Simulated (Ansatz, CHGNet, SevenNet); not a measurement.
**GaS (P6₃/mmc, No. 194): properties by level of theory**

| level (code) | lattice constant a (Å) | lattice parameter c (Å) |
|---|---|---|
| CHGNet 0.3.0 (CHGNet) | 3.641 | 16.315 |
| SevenNet-l3i5 (SevenNet) | 3.632 | 17.144 |
| LDA (Ansatz) | 3.536 | 15.239 |
| PBE-D3(BJ) (Ansatz) | 3.590 | 15.447 |
| PBE-D4 (Ansatz) | 3.582 | 15.286 |

Ansatz's density-functional and Hartree–Fock values are scalar-relativistic unless marked +SOC, with PAW data made under PBE.

Static lattice: no zero-point or thermal effects.

Ansatz is a first-principles code.
